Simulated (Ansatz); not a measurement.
Consider the isomerisation: `O=C/C(F)=C/F` → `FC1(F)C=CO1`.

Calculated with Ansatz (gas phase, PBE0-D4/def2-TZVP geometries, no zero-point term in ΔE). CCSD(T)/CBS is the MP2 limit (def2-TZVPP, def2-QZVPP) plus CCSD(T) − MP2 in def2-TZVPP, frozen cores. Functionals use def2-TZVPP. B3LYP here is the variant with VWN-RPA as its local correlation; programs differ in this. Each species was taken in one conformer, which may not be the lowest.

```tsv
level	ΔE (kcal/mol)	difference from CCSD(T)/CBS
PBE-D4	9.8	3.0
ωB97M-V	6.5	-0.3
B2PLYP	11.0	4.2
PBE	9.9	3.1
r2SCAN	8.8	2.0
B3LYP	13.4	6.6
HF/def2-TZVPP	11.0	4.2
CCSD/def2-TZVPP	7.2	0.4
HF/def2-QZVPP	11.1	4.3
MP2/CBS(def2)	5.7	-1.1
CCSD(T)/CBS	6.8	0
```

Largest T1 diagnostic among the species: 0.015.

From PBE to PBE0 (25 % exact exchange), in def2-TZVPP and without D4, ΔE moves by −3.1 kcal/mol. In def2-TZVPP, CCSD(T) changes the Hartree–Fock value by −3.7 kcal/mol (the triples alone add +0.0 kcal/mol) and MP2 by −4.8 kcal/mol.
